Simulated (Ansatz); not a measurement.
O–B–SiH, singlet: the ladder up to RCCSDT(Q)

Geometry: displaced at random from a stationary point.

```xyz
4

O    -0.0225    0.0049    1.9462
B    -0.0233    0.0063    0.7299
Si    0.0246   -0.0555   -1.3399
H    -0.0782    1.4015   -1.3864
```

Basis cc-pVDZ; Ansatz 0.2.0. Correlated methods freeze the noble-gas cores, which leaves 14 electrons in 44 orbitals. R marks a restricted (for open shells ROHF) determinant, U an unrestricted one. Active spaces: frontier = (8e, 8o) about the gap.

Full CI isn't at hand for all of this; RCCSDT(Q) serves as the reference, and is uncertain by the last step of the cluster series or more. The frozen core follows each run's orbitals, which can shift R against U totals by a few meV.

Unrestricted rows (U) aren't spin-pure: their determinants' ⟨S²⟩ exceeds S(S+1) by up to 0.41, so they mix in states of higher spin.

```
UHF ⟨S²⟩                          : 0.414
T1 diagnostic (RCCSD)             : 0.0228
largest doubles amplitude (RCCSD) : 0.098
```

| level | E − E(RCCSDT(Q)) (kJ/mol) | share of correlation (%) | wall time |
| --- | --- | --- | --- |
| RHF | 999.9 | 0.00 | – |
| UHF | 989.8 | 1.02 | – |
| RMP2 | 107.3 | 89.27 | – |
| UMP2 | 121.6 | 87.83 | – |
| CISD | 146.0 | 85.40 | 1.9 s |
| RCCSD | 41.4 | 95.86 | – |
| UCCSD | 42.6 | 95.74 | – |
| RCCSD(T) | 6.6 | 99.34 | 0.78 s |
| UCCSD(T) | 7.3 | 99.27 | 5 s |
| BCCD(T) | 6.3 | 99.37 | 0.93 s |
| RCCSDT | 3.7 | 99.63 | – |
| UCCSDT | 3.8 | 99.62 | – |
| UCCSDT(Q) | 0.0 | 100.00 | 3.3 min |

The correlation energy at RCCSDT(Q), counted from RHF, is -10.363 eV. That run took 41 s on 1 thread of Arm Neoverse V1, shared host.

Run but not shown, since their state, orbitals or frozen core can't be matched to the reference's or they repeat it: CASSCF (frontier space), MRCISD (frontier space), MRCISD+Q (frontier space), MRCISD+Q(relaxed) (frontier space).

Times hold each run's SCF and search for its determinant on a shared host, so for small cases they say little of a method's own cost; they ran on 1 thread of Arm Neoverse V1.
